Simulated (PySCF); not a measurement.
**Computed properties of CH₄, SMILES C**

methane (CH4), SMILES C. Geometry: PBE0-D3(BJ)/def2-TZVPD. Other conformers were not sampled. All values are computed for the isolated molecule unless a solvent is named; none is compared with measurement here.

**Structure.** The optimised structure has Td symmetry. All 9 harmonic modes at PBE0-D3(BJ)/def2-TZVPD (PySCF) are real, so it is a minimum.

**Vibrations.** The strongest infrared lines (harmonic, unscaled, degenerate partners summed) lie at 3167 cm⁻¹ (56 km/mol, H 91 %, C 9 %), 1325 cm⁻¹ (41 km/mol, H 84 %, C 16 %). The softest mode is at 1325 cm⁻¹ and the zero-point energy is 28.1 kcal/mol.

**Electronic structure.** ωB97X/def2-TZVPD (PySCF) places the frontier levels at -13.58 and 2.26 eV, a gap of 15.84 eV, and gives a dipole moment of 0.00 D and a mean polarisability of 16.7 bohr³. PBE/def2-TZVPD (PySCF) at the same geometry gives -9.44 and 0.00 eV, so its gap is 6.40 eV narrower. An orbital gap is neither the optical nor the fundamental gap.

**Excitations.** TDA-PBE0/def2-TZVPD (PySCF) has S1 at 10.20 eV (122 nm, f = 0.393, bright); the most intense of the 10 singlets computed lies at 10.20 eV (f = 0.39). Strengths of degenerate partners are summed. T1 (TDA) is at 9.76 eV, 0.44 eV under S1. TDA-PBE/def2-TZVPD (PySCF) puts S1 at 9.56 eV. No vertical singlet excitation falls in the visible range (under 3.1 eV).

**NMR.** GIAO shifts at PBE0/pcSseg-2 (PySCF) (non-relativistic, atoms alike by connectivity averaged): ¹³C at -5.6 ppm against TMS; ¹H at 0.2 ppm against TMS.

**Solvation.** SMD-B3LYP/def2-SVP (PySCF) gives 2.4 kcal/mol in water, 0.3 kcal/mol in chlorobenzene, 0.3 kcal/mol in benzene (1 M in both phases, gas-phase geometry); of these solvents benzene holds the molecule best.
